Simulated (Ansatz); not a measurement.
A made-up structure of CH$_{5}$BN (charge -1), closed shell:

C1  (-0.585, 0.777, -0.344)
B2  (0.465, -0.309, 0.223)
N3  (0.152, -1.638, 0.323)
H4  (-1.534, 0.303, -0.622)
H5  (0.655, -0.763, 1.262)
H6  (-0.800, 1.563, 0.396)
H7  (1.566, 0.181, 0.553)
H8  (0.930, -2.177, 0.700)
(Å)

It is relaxed with PBE-D4/def2-SVPD and then PBE0-D4/def2-TZVPD (Ansatz 0.2.0). Atoms count as bonded within 1.22 times the sum of their covalent radii (H–H: 0.88 Å). The end point is not checked to be a true minimum.

(1) Does its bonding change? (A judgement: the text doesn't fix the answer.)

Answers

(1) Computed: Yes. Formed: N3–H5; broken: B2–H5.

Where it ends: The first stage lowers the energy by 3.85 eV in 17 steps. It ends as CH₅BN ([CH2][BH][NH2]), total charge -1:
| atom | x (Å) | y (Å) | z (Å) |
| --- | --- | --- | --- |
| C1 | -0.6367 | 0.7491 | -0.0211 |
| B2 | 0.5471 | -0.0791 | 0.1903 |
| N3 | 0.5369 | -1.5322 | 0.5184 |
| H4 | -1.6654 | 0.3835 | 0.0735 |
| H5 | -0.3374 | -1.8831 | 0.8859 |
| H6 | -0.5801 | 1.7958 | -0.3224 |
| H7 | 1.6857 | 0.3679 | 0.0767 |
| H8 | 1.2984 | -1.8651 | 1.0906 |

Labels in which every atom is bracketed show which atoms are joined, not bond orders.

For scale, one of the runs: PBE0-D4/def2-TZVPD relaxation, 156 basis functions, launched by `ansatz run in.yaml --threads 2 --pin off --events-out ev --progress --plain --max-ram 4352MiB`. Hardware: 2 CPU threads of an Arm Neoverse V2, shared host. Wall time about 19 s.
